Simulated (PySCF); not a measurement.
A GIAO shielding run with PySCF 2.14 (density fitting, non-relativistic, gas phase) on `O=C(Cl)C(=O)Cl`, C₂Cl₂O₂:

```
$ OMP_NUM_THREADS=1 python probes_run.py task.json out

{"job": {"kind": "nmr", "xc": "wB97X-D", "basis": "pcSseg-2", "pop": false}, "charge": 0, "multiplicity": 1}
O     -0.949913     1.371978    -0.497039
C     -0.712639     0.273056    -0.137861
Cl    -1.924264    -0.946732     0.159295
C      0.713231    -0.272264     0.130849
O      0.951268    -1.370719     0.490862
Cl     1.925440     0.946670    -0.167681
```

Hardware: 1 thread of an Arm Neoverse V1, shared host.

(1) How large is the calculation?

(2) How long does it take, and how much memory does it need?

(3) And these other runs on the same molecule and hardware: GIAO shielding at B97-2/pcSseg-2; GIAO shielding at BHandHLYP/pcSseg-2; GIAO shielding at CAM-B3LYP/pcSseg-2; GIAO shielding at LC-wPBE/pcSseg-2; GIAO shielding at WP04/pcSseg-2?

Answers

(1) 62 electrons, 230 basis functions and 710 auxiliary functions.

(2) 24 s of wall time, with 14 SCF cycles and 7 response iterations; peak memory 1.1 GiB. Times on a shared host scatter by some tens of per cent.

(3) B97-2/pcSseg-2: 230 functions, 17 s; BHandHLYP/pcSseg-2: 230 functions, 17 s; CAM-B3LYP/pcSseg-2: 230 functions, 24 s; LC-wPBE/pcSseg-2: 230 functions, 32 s; WP04/pcSseg-2: 230 functions, 18 s.
